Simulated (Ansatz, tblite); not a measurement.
# The cluster HfS2−: rung by rung

One table from this session's results is given with a row withheld; the runs are named, their logs left out.

Computed with Ansatz 0.2.0, Gaussian basis. Level: as each input shows.

Levels to be run: GFN1-xTB, GFN2-xTB, PBE-D4/def2-TZVPD, r2SCAN-D4/def2-TZVPD, B3LYP-D4/def2-TZVPD, LDA/def2-TZVPD, B2PLYP/def2-TZVPD, r2SCANh-D4/def2-TZVPD, revPBE-D4/def2-TZVPD, PBE-D4/def2-SVPD, PBE0-D4/def2-SVPD, CCSD(T)/def2-TZVPPD, MP2/def2-TZVPD, RPA/def2-TZVPD.

1 further run of the same task is left out (set aside as unsound or not needed).

**The geometry**

The geometry is that of the doublet, from an earlier relaxation (PBE-D4/def2-TZVPD). At that level it is the lowest of the isomers that a small search found.

3 atoms, charge -1, spin multiplicity 2.

Bond lengths: Hf1–S2 2.282 Å, Hf1–S3 2.282 Å. Angles: S2–Hf1–S3 116.2°.

Hf takes a core potential in the def2 sets. No spin-orbit coupling is included. The ion is computed in the gas phase, without counter-ions or solvent.

PBE0-D4/def2-TZVPD was run before; its log isn't repeated, and its numbers join the tables.

Set-up of the first run:

Tight binding, by tblite at 300 K electronic temperature and without a spin-polarisation term:

```python
tblite.interface.Calculator('GFN1-xTB', numbers, positions, charge=-1, uhf=1).singlepoint()
```

Tight binding, by tblite at 300 K electronic temperature and without a spin-polarisation term:

```python
tblite.interface.Calculator('GFN2-xTB', numbers, positions, charge=-1, uhf=1).singlepoint()
```

start.molden holds the orbitals of an earlier run on this state, given as this run's starting guess.

Input file in.yaml:

```yaml
crystal:
  periodic: [false, false, false]
  atoms:
    - {symbol: Hf, position_ang: [-0.225214, 0.241934, 0.732458]}
    - {symbol: S, position_ang: [-1.037097, -1.672378, -0.207237]}
    - {symbol: S, position_ang: [1.262311, 1.430444, -0.525221]}
basis:
  gaussian: {orbitals: def2-TZVPD, initial_orbitals: start.molden}
total_charge: -1
magnetization: {spin_polarized: true, initial_magnetization: 1}
hamiltonian: {xc: pbe, dispersion: d4}
scf: {omitted_lower_state_checks: [starts]}
output: {orbitals: {seedname: orbitals}}
```

The run is started by

```console
$ ansatz run in.yaml --threads 4 --pin off --events-out ev --progress --plain --max-ram 3916MiB
```

Steps of the session up to this table: PBE-D4/def2-TZVPD; r2SCAN-D4/def2-TZVPD; B3LYP-D4/def2-TZVPD; LDA/def2-TZVPD; B2PLYP/def2-TZVPD; r2SCANh-D4/def2-TZVPD; revPBE-D4/def2-TZVPD; PBE-D4/def2-SVPD; PBE0-D4/def2-SVPD; CCSD(T)/def2-TZVPPD; MP2/def2-TZVPD; RPA/def2-TZVPD.

One table of the session follows, with a row left open; its other results are not shown here.

It belongs to the step «Levels side by side». 

```
                level  HOMO (eV)  LUMO (eV)  gap (eV)
       LDA/def2-TZVPD          ?          ?         ?
     PBE-D4/def2-SVPD      -0.31       0.67      0.98
    PBE-D4/def2-TZVPD      -0.31       0.66      0.97
 revPBE-D4/def2-TZVPD      -0.29       0.79      1.07
 r2SCAN-D4/def2-TZVPD      -0.60       0.98      1.57
r2SCANh-D4/def2-TZVPD      -0.92       1.15      2.07
  B3LYP-D4/def2-TZVPD      -0.98       1.00      1.97
    PBE0-D4/def2-SVPD      -1.20       1.29      2.49
   PBE0-D4/def2-TZVPD      -1.20       1.29      2.49
```

**Question.** Estimate the row for LDA/def2-TZVPD.

As computed: HOMO (eV): -0.36; LUMO (eV): 0.39; gap (eV): 0.75. In the column «HOMO (eV)» it lies between r2SCAN-D4/def2-TZVPD (-0.60) and PBE-D4/def2-SVPD (-0.31).
